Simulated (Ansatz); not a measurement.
What each rung costs, and what it gives

Saddle point of CH4AlCl, singlet (CH₄AlCl ([CH3][AlH][Cl]) → AlCl + CH₄; bonds formed: C2–H3; bonds broken: Al1–C2, Al1–H3), PBE0-D4/def2-TZVP structure:

Al1  (-0.700, -1.319, 0.057)
C2  (0.185, 0.653, -0.225)
H3  (-1.022, -0.258, -1.057)
Cl4  (0.359, -1.914, 1.771)
H5  (1.239, 0.354, -0.299)
H6  (-0.033, 1.095, 0.755)
H7  (-0.029, 1.388, -1.002)
(Å)

Barriers are electronic and count from the start structure reached by relaxing down the imaginary mode.

Ansatz 0.2.0; basis: as named in each row; cores frozen in the correlated methods. B3LYP uses VWN-RPA correlation. Extrapolation: Hartree–Fock as exp(−7.88 √X), correlation as X^−2.97.

Times are rough, for one single point on 2 threads of a shared host (Arm Neoverse N1).

The estimate by CCSD(T) at an estimated basis limit (MP2 extrapolated from triple and quadruple zeta, plus CCSD(T) − MP2 in triple zeta) is 340.0 kJ/mol.

```
      method       basis  time (s)  barrier (kJ/mol)  method less estimate
          HF      STO-3G   under 1             623.2                 283.2
      PBE-D4      STO-3G   under 1             458.2                 118.2
       SPW92    def2-SVP   under 1             290.6                 -49.4
    B3LYP-D4       6-31G         1             332.2                  -7.8
      PBE-D4    def2-SVP         1             301.9                 -38.1
     PBE0-D4    def2-SVP         2             332.0                  -8.0
       SPW92  def2-TZVPP         2             288.1                 -51.9
     CCSD(T)    def2-SVP         2             347.9                   7.9
      PBE-D4  def2-TZVPP         3             299.5                 -40.4
     BLYP-D4  def2-TZVPP         3             308.5                 -31.4
    BHLYP-D4  def2-TZVPP         4             366.5                  26.5
     PBE0-D4  def2-TZVPP         4             329.0                 -11.0
    B3LYP-D4  def2-TZVPP         4             332.4                  -7.6
CAM-B3LYP-D4  def2-TZVPP         4             352.3                  12.3
      B2PLYP  def2-TZVPP         6             342.4                   2.4
   r2SCAN-D4  def2-TZVPP         6             322.5                 -17.5
    PBE-QIDH  def2-TZVPP         6             352.7                  12.7
  r2SCAN0-D4  def2-TZVPP         7             342.8                   2.8
  RPA on PBE  def2-TZVPP         7             328.5                 -11.4
     wB97M-V    def2-SVP         8             350.3                  10.3
     wB97X-V  def2-TZVPP        11             360.1                  20.1
      B97M-V  def2-TZVPP        13             334.8                  -5.2
     wB97M-V  def2-TZVPP        13             347.9                   7.9
         MP2  def2-QZVPP        21             351.1                  11.1
     CCSD(T)  def2-TZVPP        39             340.9                   0.9
```

All methods are single points on the PBE0-D4 structures.

The T1 diagnostic stays at or below 0.016. The restricted Hartree–Fock reference is unstable towards an unrestricted one at one or more of these structures. A large double-excitation amplitude points to some diradical character; no triplet was computed.

Labels in which every atom is bracketed show which atoms are joined, not bond orders.
